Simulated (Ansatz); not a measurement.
## Scan of [OH···H···SiH3], doublet

Starting geometry:

| atom | x (Å) | y (Å) | z (Å) |
| --- | --- | --- | --- |
| O | -1.9643 | -0.0190 | 0.0000 |
| H | -2.2136 | 0.9076 | 0.0000 |
| H | -1.0047 | -0.0190 | 0.0000 |
| Si | 1.0707 | -0.0190 | 0.0000 |
| H | 1.5207 | -1.4353 | 0.0000 |
| H | 1.5207 | 0.6891 | -1.2265 |
| H | 1.5207 | 0.6891 | 1.2265 |

From there H3 is moved from one fragment to the other while all else, the fragments' distance too, stays fixed; atoms are numbered as listed. Energies are in kcal/mol, counted from the starting geometry at the same level. Kohn–Sham curves are unrestricted where that lies lower.

Basis cc-pVDZ; Ansatz 0.2.0. Only valence electrons are correlated (noble-gas cores frozen). R marks a restricted (for open shells ROHF) determinant, U an unrestricted one.

In so small a basis the reference is far from its limit while semilocal and hybrid functionals are nearer theirs (RPA and double hybrids share much of the reference's basis error), so the functionals' errors here hold much of the reference's basis and frozen-core error, which can add to them or hide them.

Full CI isn't at hand for all of this; UCCSDT(Q) serves as the reference, and is uncertain by about the last step of the cluster series.

```csv
distance O1-H3 (Å),UCCSDT(Q),PBE,r2SCAN,PBE0,B3LYP,wB97M-V,B2PLYP,PBE-QIDH,RPA-PBE
0.960,0.0,0.0,0.0,0.0,0.0,0.0,0.0,0.0,0.0
1.050,2.9,0.5,1.5,2.0,1.6,2.3,2.3,3.2,2.0
1.232,16.6,10.0,12.4,13.7,12.2,14.6,14.8,17.7,13.4
1.413,23.0,17.5,19.2,20.3,18.0,20.8,21.3,24.4,18.8
1.595,24.4,24.6,24.2,24.7,22.0,23.6,23.9,26.1,21.4
```
